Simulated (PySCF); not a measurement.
methylamine: ΔSCF against reference XPS values

The experiment to reproduce (core binding energies): N 1s of N2 (atom 2) 405.10 eV [1]; N 1s of N2 405.17 eV [2]; N 1s of N2 405.17 eV [3]. Sources and the comparison follow the method.

Compound: methylamine, CH₅N.
SMILES with atom numbers: `[CH3:1][NH2:2]`

Cartesian coordinates in Å at the PBE0-D3(BJ)/def2-TZVP level; atoms count from 1:
```xyz
7
CH5N angstrom
C     -0.4164   -0.2639   -0.2862
N      0.7666    0.0920    0.4796
H     -0.1253   -0.8838   -1.1368
H     -1.0001    0.5846   -0.6731
H     -1.0807   -0.8680    0.3355
H      1.3787    0.6849   -0.0664
H      0.5098    0.6210    1.3033
```

Method used: PySCF 2.14.0, delta-SCF UKS SCAN, pcX-3 on the ionised atom, pcseg-2 elsewhere, spin-free X2C. Each binding energy is the total energy of the core-ionised species, with the hole localised on one atom, minus that of the ground state; both are solved self-consistently, so orbital relaxation is included.

```json
{"atom": "N2", "environment": "primary amine nitrogen", "level": "N 1s", "this calculation (eV)": "405.07", "reference (eV)": "405.10", "difference (eV)": "-0.03", "source": "[1]"}
{"atom": "N2", "environment": "primary amine nitrogen", "level": "N 1s", "this calculation (eV)": "405.07", "reference (eV)": "405.17", "difference (eV)": "-0.10", "source": "[2]"}
{"atom": "N2", "environment": "primary amine nitrogen", "level": "N 1s", "this calculation (eV)": "405.07", "reference (eV)": "405.17", "difference (eV)": "-0.10", "source": "[3]"}
```

[1] measured, gas; Qian, Crumlin, Prendergast, Phys. Chem. Chem. Phys. 2022, 24, 2243
[2] measured, gas; CORE65 (Golze, Keller, Rinke, J. Phys. Chem. Lett. 2020, 11, 1840), as tabulated in Jana, Herbert, J. Chem. Phys. 2023, 158, 094111, SI
[3] measured, gas; Jolly, The use of core electron binding energies as bench marks for the comparison of valence shell ionization potentials, LBL-11396 (1980); values from Bakke, Chen, Jolly 1980

Question: How far is it from the measured entries?

Answer: Over the 2 different measured values (1 distinct line) the mean signed difference is -0.07 eV, the mean unsigned one 0.07 eV and the largest 0.10 eV. The calculation is vertical and has no vibrational structure, and measured positions depend on the energy calibration.

Question: What does the calculation give for the levels without a reference value here?

Answer: C1 C 1s 291.50 eV.

Isolated species at its PBE0-D3(BJ)/def2-TZVP geometry, gas phase.
